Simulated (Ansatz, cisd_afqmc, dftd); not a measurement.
Barrier from F- (singlet) + CH3Cl (SMILES CCl) to the saddle point below; all geometries are those of the NHTBH38 set.
```
C
H 1 1.0696
H 1 1.0696 2 118.62
H 1 1.0696 2 118.62 3 156.83
F 1 2.0496 2 83.20 3 78.41
Cl 1 2.1129 2 96.80 3 -101.59
```
Charge -1, spin multiplicity 1.

Wanted: barrier height (electronic, no zero-point energy), in kcal/mol. Open shells are spin-unrestricted; no spin-orbit coupling. Cores are frozen in correlated methods. Rows without X2C or -DK are non-relativistic. AFQMC/CISD: phaseless, guided by CISD from CCSD amplitudes; bars are statistical, one sigma. Outlying blocks are dropped, and bars are widened where a walk drifts. Over all cases where full CI ran beside it in this data, AFQMC minus full CI had a median of +0.1 mEh and passed +0.4 mEh in a tenth of the cases. CBS(X,Y): correlation extrapolated as X^-3, Hartree-Fock from the larger set. A bracket is a step between two methods taken in the basis named. Functionals run without relativity, which enters their misses. Double hybrids freeze cores in their MP2 part. '+ core + X2C': CCSD(T) terms for core correlation (cc-pwCVTZ, 1s frozen past Ne) and scalar relativity (cc-pVTZ-DK). def2-TZVPD holds few diffuse functions, which lowers the functionals' binding of the extra electron.

```json
[
 {"level": "HF/aug-cc-pV(T+d)Z", "program": "Ansatz", "barrier height (kcal/mol)": "-10.1"},
 {"level": "PBE/def2-TZVPD", "program": "Ansatz", "barrier height (kcal/mol)": "-16.5"},
 {"level": "B3LYP/def2-TZVPD", "program": "Ansatz", "barrier height (kcal/mol)": "-14.4"},
 {"level": "r2SCANh-D4/def2-TZVPD", "program": "Ansatz + dftd4", "barrier height (kcal/mol)": "-16.9"},
 {"level": "CAM-B3LYP-D4/def2-TZVPD", "program": "Ansatz + dftd4", "barrier height (kcal/mol)": "-13.2"},
 {"level": "B2GP-PLYP-D4/def2-TZVPD", "program": "Ansatz + dftd4", "barrier height (kcal/mol)": "-12.7"},
 {"level": "CCSD/aug-cc-pV(D+d)Z", "program": "Ansatz", "barrier height (kcal/mol)": "-11.9"},
 {"level": "AFQMC/CISD/aug-cc-pV(T+d)Z", "program": "cisd_afqmc", "barrier height (kcal/mol)": "-13.0 ± 0.5"},
 {"level": "CCSD(T)/CBS(aug-cc-pV(T+d)Z,aug-cc-pV(Q+d)Z) + [AFQMC/CISD - CCSD(T)]/aug-cc-pV(T+d)Z + core + X2C", "program": "Ansatz + cisd_afqmc", "barrier height (kcal/mol)": "-12.7 ± 0.5"}
]
```

Ansatz is an electronic-structure program.
